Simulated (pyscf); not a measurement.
PySCF, gas phase, ωB97X-D3(BJ)/def2-SVP geometries. MP2 and CC: frozen core, UHF for open shells. ΔMP2 is the change of the MP2 total energy from the triple- to the quadruple-zeta basis.

SMILES: [OH][Al]([OH])[SH]
```xyz
7

O      0.9793     0.6015    -0.9007
Al    -0.3276    -0.1774    -0.1515
O     -0.3781    -0.3416     1.5355
S     -1.9935    -1.0016    -1.2693
H      1.1278     0.7518    -1.8353
H      0.2902    -0.0241     2.1459
H     -2.6064    -1.4319    -0.1482
```

Task: What is the homolytic dissociation enthalpy (298 K, CCSD(T)/def2-TZVPP + ΔMP2(QZVPP)) of the Al–S bond of HO–Al(OH)–SH (SMILES [OH][Al]([OH])[SH]), to [HO–Al–OH]• + SH•?

Result: Al–S to [HO–Al–OH]• + SH•: 95.5 kcal/mol. The radicals are drawn with the spin at the cut bond; how far it spreads was not checked. Other isomers of [HO–Al–OH]• were not searched in full and may lie lower. The CCSD(T) − MP2 part came from Ansatz, without density fitting, on the same reference. Left out: the spin-orbit lowering of SH.
